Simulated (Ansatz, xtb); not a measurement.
# H2NP: 4 structures ranked

4 gas-phase structures of H2NP, found in a search over its isomers (lower ones may exist). Each was relaxed with GFN2-xTB:

A. `[NH2+]=[P-]`, a singlet
B. `[H]/N=P\[H]`, a singlet
C. `[N-]=[PH2+]`, a singlet
D. `[H]/N=P/[H]`, a singlet

Task: Make a reasoned guess at their ranking by r2SCAN-D4/def2-SVP single-point energy.

Result: Calculated order at r2SCAN-D4/def2-SVP: D (0.0), B (0.9), A (10.2), C (41.9) kcal/mol. Less than 1 kcal/mol parts D and B, so the order within that pair means little.

Energies above the lowest of each column, in kcal/mol; the last columns are at r2SCAN-D4/def2-TZVP geometries and were run for some of them only (a dash: not run or not comparable):

```csv
structure,GFN2-xTB,HF/STO-3G,r2SCAN-D4/def2-SVP,r2SCAN-D4/def2-TZVP,CCSD(T)/def2-TZVPP
D,0.0,0.0,0.0,0.0,0.0
B,4.2,4.5,0.9,0.9,1.0
A,17.4,4.6,10.2,13.9,–
C,38.4,65.4,41.9,–,–
```

Every level run on D puts it lowest or level with the lowest. Frequencies (r2SCAN-D4/def2-TZVP) were run for B, D alone.

Over these structures GFN2-xTB departs from r2SCAN-D4/def2-SVP by 3.5 kcal/mol on average once a common shift is removed. A GFN2-xTB relaxation took about 0.04 s and the r2SCAN-D4/def2-SVP energy about 0.83 s on a shared host (Ansatz 0.2.0, xtb 6.7.1).
